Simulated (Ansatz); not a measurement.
## Ansatz (development build ahead of 0.2.0) run

```yaml
crystal:
  periodic: [false, false, false]
  atoms:
    - { symbol: "N", position_ang: [0.0, 0.0, 0.0] }
    - { symbol: H, position_ang: [0.0, 0.0, 1.456] }
basis:
  gaussian: { orbitals: "6-31G" }
magnetization:
  spin_polarized: true
hamiltonian:
  xc: pbe0
output:
  forces: true
```

The input is written out in the form of the current development build from the run's settings.

Results

| Quantity | Value |
| --- | --- |
| Converged | yes |
| Total energy | -55.06754 hartree |
| Spin squared of the determinant | 1.000 |
| Stability test | minimum |

Forces (eV/Å):
```tsv
atom	Fx	Fy	Fz
N1	0.000	0.000	4.497
H2	0.000	0.000	-4.497
```

Caution: another spin multiplicity may lie lower; the unrestricted determinant is a mixture of spin states.
